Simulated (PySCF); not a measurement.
## Relaxation of singlet SOS

All numbers come from PBE0/[S def2-TZVP, O def2-TZVP], no relativity, density fitting, PySCF. A (50,194) grid was used.

A hand-made linear start, of C∞v symmetry, held to at least that symmetry:

```xyz
3
charge 0 multiplicity 1, angstrom
S     0.0000    0.0000    0.4498
O     0.0000    0.0000    1.9598
S     0.0000    0.0000   -1.4302
```

Optimiser trace:
```
step  E − E(last) (kJ/mol)  largest gradient (Eh/bohr)
   0                 17.91                     0.08015
   1                  0.30                     0.00657
   2                  0.02                     0.00220
   3                  0.00                     0.00048
   4                  0.00                     0.00011
```

It ends at C∞v with S–O 1.466 Å, S–S 2.004 Å; O–S–S 180.0°. A frequency run shows 2 imaginary modes (one degenerate set), down to 776i cm⁻¹, so it is a higher-order saddle point.

Final geometry:
```xyz
3
charge 0 multiplicity 1, angstrom
S     0.0000    0.0000    0.5081
O     0.0000    0.0000    1.9741
S     0.0000    0.0000   -1.4956
```
